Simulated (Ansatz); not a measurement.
Basis-set extrapolation for `C=C/C(F)=C/F` (PBE0-D4/def2-TZVP geometry, frozen core, the Gaussian-basis code of Ansatz). Multiplicity 1, RHF reference.

```
                      def2-TZVPP   def2-QZVPP
                 HF  -352.766036  -352.781657
    MP2 correlation    -1.123824    -1.212844
CCSD(T) correlation    -1.198004      not run
```

Energies in hartree. Use E(X) = E(∞) + A·exp(−7.88·√X) for Hartree–Fock and E(X) = E(∞) + B·X^(−2.97) for correlation, with X = 3 and 4, and add CCSD(T) minus MP2 of the smaller set to the MP2 limit.

What is the CCSD(T) energy at the basis-set limit?

HF limit: -352.781657 + (-0.015621) × 0.13774 = -352.78381. MP2 limit: -1.212844 + (-0.089020) × 0.74074 = -1.27878. Higher-order term: -1.198004 − (-1.123824) = -0.07418. Total: -354.13677 hartree, 4.70 eV below CCSD(T)/def2-TZVPP.
